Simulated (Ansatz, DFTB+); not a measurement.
**Loss of H2: C5H8 → C5H6 + H2**

Species: C5H8 (Ethenylcyclopropane) `C=CC1CC1`, singlet; C5H6 (Cyclopropylacetylene) `C#CC1CC1`, singlet; H2 (hydrogen), singlet. 

Shapes, held fixed at every level: PBE0-D4/def2-TZVP. Flexible molecules stand in one conformer, not always the lowest. Programs: Ansatz 0.2.0, DFTB+ 25.1. The zero-point and thermal change to 298 K, harmonic and unscaled (PBE0-D4/def2-TZVP), is -27.8 kJ/mol.

Q: Estimate ΔH(298 K) of this reaction.

A: The highest level, CCSD(T)/CBS estimate, gives ΔH(298 K) = +172.7 kJ/mol; the levels span +172.7 to +286.5. DFTB1 strays far from the other rows. The column of differences is taken from that level and isn't an error. No measured value is set beside it here. The CBS estimate extrapolates MP2 from def2-TZVPP and def2-QZVPP and adds CCSD(T) − MP2 in the triple-zeta set, cores frozen; for H2 it overshoots the exact energy by about 1 mEh.

```
               level                    kind  ΔH(298 K) (kJ/mol)  less CCSD(T)/CBS estimate
               DFTB1          semi-empirical              +286.5                     +113.8
       HF/def2-TZVPP            Hartree–Fock              +173.5                       +0.8
 BHLYP-D4/def2-TZVPP           global hybrid              +187.8                      +15.1
  wB97M-V/def2-TZVPP  range-separated hybrid              +178.8                       +6.1
    CCSD(T)/def2-SVP   coupled cluster or CI              +181.8                       +9.1
       CCSD/def2-SVP   coupled cluster or CI              +184.6                      +11.9
  CCSD(T)/def2-TZVPP   coupled cluster or CI              +173.4                       +0.7
CCSD(T)/CBS estimate   coupled cluster or CI              +172.7                        0.0
```
